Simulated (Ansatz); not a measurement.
C3H4F2 (`F[C@H]1C[C@@H]1F`), relaxed with RKS PBE0-D4/def2-TZVP in Ansatz 0.2.0 from a PBE-D4/def2-SVP geometry. The force threshold is 0.005 eV/Å; the program also tests the step.

The species carries charge 0 and has multiplicity 1.

Start:

```xyz
9

F    -0.643   -1.006   -1.575
C    -0.690   -0.246   -0.438
C     0.299   -0.521    0.670
C     0.415    0.724   -0.176
F     0.110    1.937    0.379
H    -1.716    0.054   -0.159
H    -0.067   -0.413    1.703
H     1.053   -1.307    0.510
H     1.237    0.779   -0.913
```

```
step  energy (eV)  largest force (eV/Å)  largest move (Å)
   1   -8603.3017                 0.640             0.000
   2   -8603.3398                 0.212             0.018
   3   -8603.3441                 0.027             0.009
   4   -8603.3442                 0.017             0.001
   5   -8603.3442                 0.007             0.002
   6   -8603.3442                 0.002             0.001
```

End:

```xyz
9

F    -0.637   -0.997   -1.558
C    -0.685   -0.240   -0.429
C     0.296   -0.517    0.665
C     0.414    0.712   -0.179
F     0.110    1.917    0.375
H    -1.694    0.051   -0.160
H    -0.064   -0.410    1.680
H     1.038   -1.290    0.505
H     1.222    0.773   -0.899
```

Run time 12 s (2 threads of an AMD EPYC 7R13 on a shared host and a share of an NVIDIA H100 80 GB); peak host memory 0.79 GiB.
